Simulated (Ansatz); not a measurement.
Worked example: vertical ionisation energy of C2H3Cl2F (1,1-dichloro-1-fluoroethane)

The species is C2H3Cl2F (8 atoms), meant as a singlet with charge 0. SMILES: `CC(F)(Cl)Cl`. The coordinates come from a PBE0-D4/def2-TZVP relaxation.

Both states at this one shape; open shells run unrestricted unless said. 1 Eh = 27.2114 eV.

```
                                                    level  program  singlet C2H3Cl2F (Eh)  doublet C2H3Cl2F+ (Eh)
                          HF/6-31G* (spherical functions)   Ansatz           -1095.867937            -1095.465354
                        BLYP/6-31G* (spherical functions)   Ansatz           -1098.144379            -1097.757361
                     r2SCAN0/6-31G* (spherical functions)   Ansatz           -1098.040545            -1097.622553
MP2/6-31G* (spherical functions), 13 core orbitals frozen   Ansatz           -1096.557252            -1096.134114
```

Question: Work out the vertical ionisation energy at each level.

Answer: 
1. HF/6-31G* (spherical functions): -1095.465354 − (-1095.867937) = 0.402583 Eh = 10.95 eV.
2. BLYP/6-31G* (spherical functions): -1097.757361 − (-1098.144379) = 0.387018 Eh = 10.53 eV.
3. r2SCAN0/6-31G* (spherical functions): -1097.622553 − (-1098.040545) = 0.417992 Eh = 11.37 eV.
4. MP2/6-31G* (spherical functions): -1096.134114 − (-1096.557252) = 0.423138 Eh = 11.51 eV.

No measured value is set beside it here; the levels span 10.53 to 11.51 eV.
